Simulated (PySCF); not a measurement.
**One shape, several levels: BF (SMILES [B]F)**

Wanted: a comparison of 6 runs (HF/STO-3G, HF/def2-SVP, HF/def2-TZVP, HF/def2-TZVPP, HF/def2-QZVP, HF/def2-QZVPP) of BF. The job is set up through a Python script.

The calculation is run with PySCF 2.14.0.

## 1. The molecule

The species is BF (2 atoms), meant as a singlet with charge 0. As SMILES, `[B]F`. Geometry: relaxed at GFN2-xTB.

Bond lengths: B1–F2 1.244 Å.

## 2. The polarisability at HF/STO-3G (run 1)

input.py reads:

```python
import numpy
from pyscf import gto
from pyscf.prop.polarizability import rhf

mol = gto.Mole()
mol.atom = 'B 0.000000 0.000000 0.000000; F 0.000000 0.000000 1.244390'
mol.verbose = 4
mol.spin = 0
mol.max_memory = 1860
mol.basis = 'sto-3g'
mol.build()

hf = mol.RHF()
hf.conv_tol = 1e-10
hf.kernel()
if not hf.converged:
    hf = hf.newton().run(hf.mo_coeff, hf.mo_occ)

e_final = hf.e_tot
print('E = %.10f Eh' % e_final)
pol = rhf.Polarizability(hf)
alpha = pol.polarizability()
print('isotropic polarizability %.4f bohr^3' % (numpy.trace(alpha) / 3))
alpha_w = pol.polarizability_with_freq(freq=0.0774)
beta = pol.hyper_polarizability()
```

The run is started by

```bash
$ OMP_NUM_THREADS=1 python input.py
```

Output:

```text
PySCF version 2.14.0

[... 52 lines left out ...]
converged SCF energy = -122.356631291901
[... 3 lines left out ...]
isotropic polarizability 6.7564 bohr^3
```

Wall time 1.8 s (1 thread of Intel Xeon at 2.70GHz, shared host); peak memory 0.12 GiB.

## 3. The response to a field at HF/def2-SVP (run 2)

input.py reads:

```python
import numpy
from pyscf import gto
from pyscf.prop.polarizability import rhf

system = gto.Mole()
system.atom = '''
B      0.000000     0.000000     0.000000
F      0.000000     0.000000     1.244390
'''
system.basis = 'def2-svp'
system.max_memory = 1860
system.spin = 0
system.verbose = 4
system.build()

myscf = system.RHF()
myscf.conv_tol = 1e-10
myscf.kernel()
if not myscf.converged:
    myscf = myscf.newton().run(myscf.mo_coeff, myscf.mo_occ)

e_tot = myscf.e_tot
print('E = %.10f Eh' % e_tot)
pol = rhf.Polarizability(myscf)
alpha = pol.polarizability()
print('isotropic polarizability %.4f bohr^3' % (numpy.trace(alpha) / 3))
alpha_w = pol.polarizability_with_freq(freq=0.0774)
beta = pol.hyper_polarizability()
```

The run is started by

```bash
$ OMP_NUM_THREADS=1 python input.py
```

Output:

```text
PySCF version 2.14.0

[... 54 lines left out ...]
converged SCF energy = -124.002943959991
[... 3 lines left out ...]
isotropic polarizability 16.8074 bohr^3
```

Run time: 1.5 s. Hardware: 1 thread of Intel Xeon at 2.70GHz, shared host; peak memory 0.12 GiB.

Runs 3 to 5 aren't shown in full; the table further down has their settings and results.

## 4. The response to a field at HF/def2-QZVPP (run 6)

input.py reads:

```python
import numpy
from pyscf import gto
from pyscf.prop.polarizability import rhf

mol = gto.M(
    atom='''
B      0.000000     0.000000     0.000000
F      0.000000     0.000000     2.351556
''',
    max_memory=1860,
    verbose=4,
    basis='def2-qzvpp',
    unit='bohr',
)

hf = mol.RHF()
hf.conv_tol = 1e-10
hf.kernel()
if not hf.converged:
    hf = hf.newton().run(hf.mo_coeff, hf.mo_occ)

e_tot = hf.e_tot
print('E(%s) = %.9f' % ('HF', e_tot))
pol = rhf.Polarizability(hf)
alpha = pol.polarizability()
print('isotropic polarizability %.4f bohr^3' % (numpy.trace(alpha) / 3))
alpha_w = pol.polarizability_with_freq(freq=0.0774)
beta = pol.hyper_polarizability()
```

The run is started by

```bash
$ OMP_NUM_THREADS=1 python input.py
```

Output:

```text
PySCF version 2.14.0

[... 54 lines left out ...]
converged SCF energy = -124.168405384243
[... 3 lines left out ...]
isotropic polarizability 18.8313 bohr^3
```

Wall time 3.2 min (1 thread of Intel Xeon at 2.70GHz, shared host); peak memory 0.3 GiB.

## 5. The series

```csv
run,level,energy (Eh),dipole moment (D),HOMO energy (eV),LUMO energy (eV),wall time
1,HF/STO-3G,-122.356631,1.17,-7.57,9.06,1.8 s
2,HF/def2-SVP,-124.002944,1.10,-10.83,2.84,1.5 s
3,HF/def2-TZVP,-124.162417,0.98,-10.95,2.31,9 s
4,HF/def2-TZVPP,-124.162417,0.98,-10.95,2.31,9.3 s
5,HF/def2-QZVP,-124.168405,0.97,-10.95,1.96,3.2 min
6,HF/def2-QZVPP,-124.168405,0.97,-10.95,1.96,3.2 min
```

## 6. What came out

| quantity | value |
| --- | --- |
| run 6: total energy | -124.16841 Eh |
| run 6: dipole moment | 0.97 D |
| run 6: HOMO energy | -10.95 eV |
| run 6: LUMO energy | 1.96 eV |
| run 6: HOMO–LUMO gap | 12.91 eV |
| run 6: mean static polarisability | 18.8 bohr³ |
| run 6: mean polarisability at ω = 0.0774 Eh | 20.3 bohr³ |

In words: The dipole moment (its size) runs from 0.97 D (HF/def2-QZVP) to 1.17 D (HF/STO-3G). The HOMO–LUMO gap runs from 12.91 eV (HF/def2-QZVPP) to 16.64 eV (HF/STO-3G). In run 1 the basis is minimal, so the values are rough. All runs together took 6.8 min, the longest 3.2 min.
